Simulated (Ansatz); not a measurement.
A calculation with Ansatz (development build ahead of 0.2.0).

```yaml
crystal:
  periodic: [false, false, false]
  atoms:
    - { symbol: O, position_ang: [0.00177, -0.34367, -1.92389] }
    - { symbol: H, position_ang: [-0.00431, -0.43985, -0.92406] }
    - { symbol: Cl, position_ang: [-0.00738, 0.14892, 1.07556] }
    - { symbol: H, position_ang: [-0.00793, 0.62122, -1.93409] }
basis:
  gaussian: { orbitals: STO-3G }
total_charge: -1
hamiltonian:
  xc: hf
correlation:
  method: mp2
  frozen_orbitals: { Cl: 5, H: 0, O: 1 }
```

The input is written out in the form of the current development build from the run's settings.

Results

- Converged: yes
- Reference energy: -529.47489 hartree
- Correlation energy: -0.03741 hartree
- Total energy: -529.51229 hartree
- Spin squared of the determinant: 0.000

Caution: no diffuse functions for an anion.
